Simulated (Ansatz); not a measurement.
bcc Rb, treated with RPBE (Ansatz, a quantum-chemistry and plane-wave program, plane waves, PAW).

Settings: plane-wave cutoff 520 eV, 14×14×14 k mesh, Fermi–Dirac smearing 0.05 eV, scalar-relativistic PAW data made under PBE.

Equation-of-state points:

```json
[
 {"V (Å³/atom)": "94.603", "E − E_lowest (meV/atom)": "2.96", "P (GPa)": "0.165"},
 {"V (Å³/atom)": "96.616", "E − E_lowest (meV/atom)": "1.28", "P (GPa)": "0.104"},
 {"V (Å³/atom)": "98.629", "E − E_lowest (meV/atom)": "0.31", "P (GPa)": "0.050"},
 {"V (Å³/atom)": "100.642", "E − E_lowest (meV/atom)": "0.00", "P (GPa)": "0.000"},
 {"V (Å³/atom)": "102.655", "E − E_lowest (meV/atom)": "0.28", "P (GPa)": "-0.045"},
 {"V (Å³/atom)": "104.668", "E − E_lowest (meV/atom)": "1.11", "P (GPa)": "-0.086"},
 {"V (Å³/atom)": "106.680", "E − E_lowest (meV/atom)": "2.42", "P (GPa)": "-0.123"}
]
```

### Question
Estimate the bulk modulus and its pressure derivative from these points.

### Answer
V0 = 100.656 Å³/atom, B0 = 2.36 GPa, B′ = 3.7 (fit to the energies at full precision).

Measured, for comparison: bulk modulus 2.92 GPa (corrected for temperature and zero-point phonon effects, our sources range from 2.92 to 3.60; as tabulated in Levämäki et al. (2014), arXiv:1402.3671); equilibrium volume per atom 86.68 Å³/atom (low-temperature or extrapolated to 0 K; zero-point anharmonic expansion removed; as tabulated in Csonka et al. (2009), arXiv:0903.4037). Computed (rounded) less measured: bulk modulus not scored (sources differ), equilibrium volume per atom +16.1 %.

Static lattice: no zero-point or thermal effects.

It cost roughly 80 core-seconds of CPU time.
